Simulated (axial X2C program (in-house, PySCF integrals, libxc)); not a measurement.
**Spectroscopic constants of NaAl⁺**

All values were computed with an in-house all-electron X2C program for linear molecules (integrals from PySCF). Spin-free means the one-electron spin-free X2C Hamiltonian; two-component (2c) means X2C with spin–orbit coupling and atomic mean-field two-electron Coulomb and Gaunt terms, so the difference of the two also holds small scalar two-electron terms. Basis: Al dyall-v3z [8s8p2d1f], Na dyall-v3z [9s8p4d2f] (cores contracted in-house); Gaussian nuclei, density fitting, unrestricted open shells. Masses: Al 26.982 u, Na 22.990 u.

Input:
```json
{
 "zs": [
  13,
  11
 ],
 "q": 1,
 "bas": [
  "dyall-v3z",
  "dyall-v3z"
 ],
 "levels": [
  "PBE0",
  "HF",
  "LDA",
  "PBEsol"
 ],
 "cc": false,
 "r0": 2.81,
 "npts": 10,
 "nst": 2,
 "ntry": 6
}
```
```bash
python so2c.py task.json out
```

Keys: zs atomic numbers; q charge; bas basis sets; levels methods; cc coupled cluster on or off; r0 starting distance in Å; npts points on the curve; nst determinants followed; ntry starts of the search. HF also brings MP2.

State, spin-free: M_S = 1/2, Λ = 0 (beyond evenly filled blocks: σα); electrons by block: σα: 8, σβ: 7, π+α: 2, π+β: 2, π-α: 2, π-β: 2. Fragments: Al + Na+.

State, 2c: Ω = 1/2 (⟨Sz⟩ = 0.50, ⟨Lz⟩ = 0.00 at PBE0); electrons by block: 1/2: 10, -1/2: 9, 3/2: 2, -3/2: 2. Fragments: Al + Na+.

| Hamiltonian | level | Re (Å) | ωe (cm⁻¹) | ωexe (cm⁻¹) | Be (cm⁻¹) | De (eV) | D0 (eV) | k (mdyn/Å) | μ (D) |
| --- | --- | --- | --- | --- | --- | --- | --- | --- | --- |
| 2c | PBE0 | 3.363 | 134.6 | 0.701 | 0.1201 | 1.01 | 0.998 | 0.133 | 3.73 |
| 2c | HF | 3.427 | 135.7 | 0.584 | 0.1156 | 0.874 | 0.866 | 0.135 | 4.50 |
| 2c | MP2 | 3.359 | 138.4 | 0.654 | 0.1204 | 0.894 | 0.886 | 0.14 | n/a |
| 2c | LDA | 3.341 | 128.6 | n/a | 0.1217 | 1.12 | 1.11 | 0.121 | 3.13 |
| 2c | PBEsol | 3.390 | 126.5 | n/a | 0.1182 | 1.05 | 1.04 | 0.117 | 3.44 |

Spin-free values that have a 2c row agree with it to the digits that matter (0.001 Å, 0.01 eV) and are not repeated.

Correlated methods: 11 electrons correlated (number of frozen shells: Al 2 s, 1 p; Na 1 s), 193 virtual spin orbitals or spinors in MP2.

Dipoles are positive if Na is the positive end and refer to the centre of mass.

The state is one determinant whose occupation by symmetry is held fixed; it was picked as the lowest of a PBE0 search that is not exhaustive. De is counted from the lowest determinant-based energies of the atoms at the same level, without counterpoise correction. Density functionals use the spin component along the axis (collinear). The 2c atoms are single determinants rather than J levels; their spin–orbit lowering is only partly caught, and De is too large by that part. This holds for PBE0, MP2, LDA, PBEsol. Without a current term, density functionals place determinants with orbital angular momentum somewhat too high.

Rough cost a point (2c) on 1 thread(s) of a shared host, integrals apart: PBE0 0.5 s, HF 0.28 s, LDA 0.3 s, PBEsol 0.4 s.
